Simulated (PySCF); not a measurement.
Job for PySCF: R-M06-2X/def2-TZVPPD on CH6O2 (a complex).

```python
from pyscf import gto, dft

mol = gto.M(
    atom='''
    O    -0.95088611    0.44249829   -0.00338119
    H     0.01338289    0.41002629   -0.00302719
    C    -1.41231511   -0.89295371    0.00489181
    H    -2.49860111   -0.86156671    0.00402881
    H    -1.09029011   -1.45243771   -0.87663719
    H    -1.09135211   -1.44113271    0.89388481
    O     1.99752489    0.34491229   -0.00089819
    H     2.43672889    0.73306429   -0.76077019
    H     2.43540889    0.74751629    0.75219181
    ''',
    basis='def2-tzvppd',
    charge=0, spin=0, verbose=4, max_memory=1800)
mf = dft.RKS(mol, xc='m062x').density_fit(auxbasis='def2-universal-jkfit')
mf.grids.level = 4
mf.conv_tol = 1e-9
mf.max_cycle = 150
mf.kernel()
mf.dip_moment()
```

Problem. What total energy does the run end on?

Solution. -192.1582 hartree.
